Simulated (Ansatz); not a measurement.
# BH3NO radical (SMILES NB[O]): one structure at several levels

The task here is to estimate one member of a computed series from the others.

Program: Ansatz 0.2.0, Gaussian basis. Level of theory: single points in def2-TZVPP. These are calculated values, not measurements.

Correlated methods freeze the cores. Orbitals are unrestricted.

### The starting structure

SMILES `NB[O]`, 6 atoms, charge 0, spin multiplicity 2.

Atoms are counted from 1 here; the program's logs count them from 0.

Bond lengths: N1–B2 1.447 Å, N1–H4 1.035 Å, N1–H5 0.969 Å, B2–O3 1.370 Å, B2–H6 1.209 Å. Angles: B2–N1–H4 118.4°, B2–N1–H5 119.7°, H4–N1–H5 112.4°, N1–B2–O3 129.9°, N1–B2–H6 116.6°, O3–B2–H6 113.5°.

Geometry (Å):

```
N    -0.3781    0.2942   -0.6476
B     0.3987   -0.1141    0.5023
O     0.5313    0.4801    1.7298
H    -0.4980   -0.3790   -1.4242
H    -1.1552    0.8592   -0.5254
H     1.0567   -1.1204    0.3801
```

The first run:

run/in.yaml reads:

```yaml
crystal:
  periodic: [false, false, false]
  atoms:
    - {symbol: N, position_ang: [-0.378100, 0.294200, -0.647600]}
    - {symbol: B, position_ang: [0.398700, -0.114100, 0.502300]}
    - {symbol: O, position_ang: [0.531300, 0.480100, 1.729800]}
    - {symbol: H, position_ang: [-0.498000, -0.379000, -1.424200]}
    - {symbol: H, position_ang: [-1.155200, 0.859200, -0.525400]}
    - {symbol: H, position_ang: [1.056700, -1.120400, 0.380100]}
basis:
  gaussian: {orbitals: def2-TZVPP}
magnetization: {spin_polarized: true, initial_magnetization: 1}
correlation: {method: ccsd_t}
scf: {omitted_lower_state_checks: [cluster_reference]}
output: {forces: true}
```

The command line of these runs was not kept.

Among the steps run: CCSD(T)/def2-TZVPP; PBE0-D4/def2-TZVPP; wB97M-V/def2-TZVPP; r2SCAN-D4/def2-TZVPP; PBE-D4/def2-TZVPP; r2SCANh-D4/def2-TZVPP; r2SCAN0-D4/def2-TZVPP.

One of the session's tables, all rows but one given; the rest of the session is left out.

```
    method  RMS force component (eV/Å)  angle to CCSD(T) forces (°)  dipole (D)
   CCSD(T)                       0.900                    reference        2.48
   PBE0-D4                       1.003                         12.6        2.63
   wB97M-V                           ?                            ?           ?
 r2SCAN-D4                       1.008                         16.0        2.72
    PBE-D4                       1.084                         24.5        2.91
r2SCANh-D4                       0.992                         13.0        2.65
r2SCAN0-D4                       0.980                         11.2        2.57
```

Estimate the missing values for wB97M-V.

**Answer.** RMS force component (eV/Å): 0.957; angle to CCSD(T) forces (°): 7.8; dipole (D): 2.57. In the column «RMS force component (eV/Å)» it lies between CCSD(T) (0.900) and r2SCAN0-D4 (0.980).
